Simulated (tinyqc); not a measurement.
Worked calculation: UHF in the sto-3g basis, for BH, spin multiplicity 1. One step of it, computed by the program tinyqc.

Problem. Iteration 3: building the Fock matrix. J_ij = sum D_kl (ij|kl) with D = D(alpha) + D(beta), K_ij = sum D_kl (ik|jl) for each spin; F = H + J - K(s); E = tr D H + tr D J / 2 - 0.5 sum_s tr D(s) K(s) + E_nn.

D(alpha) after iteration 2, lower triangle:
```
            1B 1s      1B 2s    1B 2px    1B 2py    1B 2pz     2H 1s
1B 1s    1.061693
1B 2s   -0.227854   0.869108
1B 2px   0.035544  -0.131262  0.026271
1B 2py   0.073657  -0.272012  0.054440  0.112814
1B 2pz   0.057769  -0.245558  0.078375  0.162415  0.334040
2H 1s   -0.040359   0.033135  0.046285  0.095915  0.319729  0.411020
```

D(beta) after iteration 2, lower triangle:
```
            1B 1s      1B 2s     1B 2px     1B 2py    1B 2pz     2H 1s
1B 1s    1.061693
1B 2s   -0.227854   0.869108
1B 2px  -0.035544   0.131262   0.026271
1B 2py  -0.073657   0.272012   0.054440   0.112814
1B 2pz   0.057769  -0.245558  -0.078375  -0.162415  0.334040
2H 1s   -0.040359   0.033135  -0.046285  -0.095915  0.319729  0.411020
```

core Hamiltonian H = T + V (hartree), lower triangle:
```
             1B 1s      1B 2s     1B 2px     1B 2py     1B 2pz      2H 1s
1B 1s   -12.724422
1B 2s    -3.295959  -3.806930
1B 2px    0.000000   0.000000  -2.978229
1B 2py    0.000000   0.000000   0.000000  -2.978229
1B 2pz   -0.015287  -0.140411   0.000000   0.000000  -3.079166
2H 1s    -0.625657  -1.443351   0.000000   0.000000  -1.366978  -2.465352
```

Two-electron integrals (ij|kl) in chemists' order, unique and non-zero (hartree):
```
(11|11) 2.923513   (21|11) 0.518376   (21|21) 0.109262   (22|11) 0.744229
(22|21) 0.193177   (22|22) 0.544804   (31|31) 0.020264   (32|31) 0.029996
(32|32) 0.120346   (33|11) 0.742491   (33|21) 0.193240   (33|22) 0.544682
(33|33) 0.586773   (41|41) 0.020264   (42|41) 0.029996   (42|42) 0.120346
(43|43) 0.031630   (44|11) 0.742491   (44|21) 0.193240   (44|22) 0.544682
(44|33) 0.523513   (44|44) 0.586773   (51|51) 0.020264   (52|51) 0.029996
(52|52) 0.120346   (53|53) 0.031630   (54|54) 0.031630   (55|11) 0.742491
(55|21) 0.193240   (55|22) 0.544682   (55|33) 0.523513   (55|44) 0.523513
(55|55) 0.586773   (61|11) 0.096579   (61|21) 0.020295   (61|22) 0.036029
(61|33) 0.035855   (61|44) 0.035855   (61|51) 0.001460   (61|52) 0.002700
(61|55) 0.036397   (61|61) 0.003887   (62|11) 0.237832   (62|21) 0.062722
(62|22) 0.195193   (62|33) 0.189565   (62|44) 0.189565   (62|51) 0.006901
(62|52) 0.042404   (62|55) 0.206264   (62|61) 0.012443   (62|62) 0.097267
(63|31) 0.006212   (63|32) 0.029195   (63|53) 0.007870   (63|63) 0.010578
(64|41) 0.006212   (64|42) 0.029195   (64|54) 0.007870   (64|64) 0.010578
(65|11) 0.224536   (65|21) 0.059992   (65|22) 0.197023   (65|33) 0.186573
(65|44) 0.186573   (65|51) 0.011897   (65|52) 0.068215   (65|55) 0.217712
(65|61) 0.012467   (65|62) 0.114885   (65|65) 0.143515   (66|11) 0.399368
(66|21) 0.107270   (66|22) 0.378020   (66|33) 0.355676   (66|44) 0.355676
(66|51) 0.014137   (66|52) 0.115767   (66|55) 0.422257   (66|61) 0.021666
(66|62) 0.242337   (66|65) 0.310769   (66|66) 0.774606
```

nuclear repulsion = 2.01668144 hartree

Give: Coulomb J; exchange K(alpha); exchange K(beta); F(alpha); F(beta); total energy of this density.

Solution.

Coulomb J (hartree), lower triangle:
```
        1B 1s  1B 2s  1B 2px  1B 2py  1B 2pz  2H 1s
1B 1s   8.363
1B 2s   1.690  3.449
1B 2px  0.000  0.000   3.396
1B 2py  0.000  0.000   0.007   3.407
1B 2pz  0.003  0.076   0.000   0.000   3.532
2H 1s   0.316  1.295   0.000   0.000   1.350  2.741
```

exchange K(alpha) (hartree), lower triangle:
```
         1B 1s   1B 2s  1B 2px  1B 2py  1B 2pz  2H 1s
1B 1s    2.968
1B 2s    0.539   0.633
1B 2px   0.000  -0.069   0.153
1B 2py  -0.001  -0.143   0.030   0.201
1B 2pz   0.003  -0.010   0.053   0.109   0.515
2H 1s    0.105   0.325   0.005   0.010   0.361  0.609
```

exchange K(beta) (hartree), lower triangle:
```
        1B 1s   1B 2s  1B 2px  1B 2py  1B 2pz  2H 1s
1B 1s   2.968
1B 2s   0.539   0.633
1B 2px  0.000   0.069   0.153
1B 2py  0.001   0.143   0.030   0.201
1B 2pz  0.003  -0.010  -0.053  -0.109   0.515
2H 1s   0.105   0.325  -0.005  -0.010   0.361  0.609
```

F(alpha) (hartree), lower triangle:
```
         1B 1s   1B 2s  1B 2px  1B 2py  1B 2pz   2H 1s
1B 1s   -7.330
1B 2s   -2.145  -0.991
1B 2px   0.000   0.069   0.265
1B 2py   0.001   0.143  -0.023   0.228
1B 2pz  -0.015  -0.054  -0.053  -0.109  -0.062
2H 1s   -0.415  -0.473  -0.005  -0.010  -0.378  -0.333
```

F(beta) (hartree), lower triangle:
```
         1B 1s   1B 2s  1B 2px  1B 2py  1B 2pz   2H 1s
1B 1s   -7.330
1B 2s   -2.145  -0.991
1B 2px   0.000  -0.069   0.265
1B 2py  -0.001  -0.143  -0.023   0.228
1B 2pz  -0.015  -0.054   0.053   0.109  -0.062
2H 1s   -0.415  -0.473   0.005   0.010  -0.378  -0.333
```

total energy of this density = -24.75760 hartree
